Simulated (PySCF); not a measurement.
**Threshold energies of SF in a plasma**

r²SCAN in PySCF with def2-TZVPPD on every atom, for the lowest determinant that a PBE0 search found; no spin–orbit coupling.

| species | state (unpaired electrons) | Re (Å) | ωe (cm⁻¹) | energy of the minimum from the neutral (eV) | De (eV) | dissociates to |
| --- | --- | --- | --- | --- | --- | --- |
| SF | doublet (π ↑) | 1.606 | 836 | 0.00 | 3.75 | S + F |
| SF⁺ | triplet (π ↑↑) | 1.514 | 1016 | 9.99 | 4.14 | S⁺ + F |
| SF⁻ | singlet (closed shell) | 1.722 | 641 | -2.15 | 2.59 | S + F⁻ |

Problem. Work out the lowest energy to break SF into atoms, from its vibrational ground state.

Solution. D0 = De − ωe/2 = 3.75 − 0.05 = 3.70 eV (r²SCAN/def2-TZVPPD).

Problem. Work out the ionisation energy of the S atom at this level and the threshold of dissociative ionisation.

Solution. IE(S) = 9.99 + 4.14 − 3.75 = 10.38 eV, so S⁺ + F + e⁻ appears at D0 + IE(S) = 14.08 eV (r²SCAN/def2-TZVPPD). The measured IE(S) is 10.36 eV (NIST ASD).

Problem. Work out the electron affinity of the F atom and the threshold of dissociative attachment.

Solution. EA(F) = 3.75 − 2.59 − (-2.15) = 3.31 eV, so S + F⁻ needs D0 − EA(F) = 0.39 eV (r²SCAN/def2-TZVPPD). The measured EA(F) is 3.401 eV.

Problem. At which energy does ion-pair formation open?

Solution. S⁺ + F⁻ lies at D0 + IE(S) − EA(F) = 10.77 eV (r²SCAN/def2-TZVPPD).

These are thermodynamic thresholds; the onsets seen under electron impact lie higher where the geometry changes, and cross-sections peak well above them.

For an ion De counts to the pair picked by the measured ionisation energies or electron affinities, which need not be the lowest pair at this level. The highest Kohn–Sham level is positive in this anion. Much of that is self-interaction error, but it also means that the finite basis helps to hold the extra electron. States were picked by a PBE0 search and need not be the measured ground states.
